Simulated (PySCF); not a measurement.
**`C=COC1CC1`, C₅H₈O**

Cartesian coordinates in Å; atom numbers follow the order of the lines, from 1:
```xyz
14

C     2.0623    2.4078    0.1395
C     0.9038    1.8724    0.4857
O     0.4849    0.6714    0.0016
C    -0.7983    0.2778    0.3816
C    -1.9687    0.6701   -0.4753
C    -1.4678   -0.7455   -0.4761
H     2.3770    3.3489    0.5474
H     2.7177    1.9146   -0.5545
H     0.2295    2.3593    1.1835
H    -0.9420    0.2349    1.4592
H    -1.7631    1.2729   -1.3461
H    -2.9091    0.8902    0.0059
H    -0.9246   -1.0832   -1.3442
H    -2.0578   -1.5097    0.0053
```

Computed with GIAO B3LYP/pcSseg-1 magnetisability, rotational g tensor and spin-rotation constants, non-relativistic, gas phase in PySCF 2.14.0. Geometry: GFN2-xTB, dihedral held. The dihedral C5–C4–O3–C2 is held at 90°.

(1) How diamagnetic is it, and how anisotropic?

(2) Split it along the inertial axes a, b, c into diamagnetic and paramagnetic parts about the centre of mass, with the quadrupole moment.

(3) And the rotational g tensor?

Results:

(1) Isotropic -1014 × 10⁻³⁰ J/T², or -61.0 × 10⁻⁶ cm³/mol; principal values -1127, -1012, -903 × 10⁻³⁰ J/T², anisotropy 194 × 10⁻³⁰ J/T² (root of half the summed squared differences of the principal values). The susceptibility is in cgs units.

(2) 
```
axis  χ (10⁻⁶ cm³/mol)  diamagnetic (10⁻⁶ cm³/mol)  paramagnetic (10⁻⁶ cm³/mol)  summed x² of all electrons (Å²)  quadrupole Θ (D Å)
   a             -63.6                      -182.7                        119.1                            152.7               +1.50
   b             -57.4                      -722.9                        665.5                             25.4               -1.74
   c             -62.2                      -755.4                        693.2                             17.7               +0.23
```
Anisotropies 2χaa − χbb − χcc = -7.6 and 2χbb − χaa − χcc = +11.0 × 10⁻⁶ cm³/mol. Θ is traceless in Buckingham's convention.

(3) 
| axis | rotational constant (GHz) | g | nuclear part | electronic part |
| --- | --- | --- | --- | --- |
| a | 12.7394 | -0.0133 | 0.6998 | -0.7130 |
| b | 1.9265 | -0.0059 | 0.5965 | -0.6024 |
| c | 1.8328 | -0.0025 | 0.5944 | -0.5969 |

Asymmetric top; isotopes 12C, 1H, 16O; no vibrational averaging.
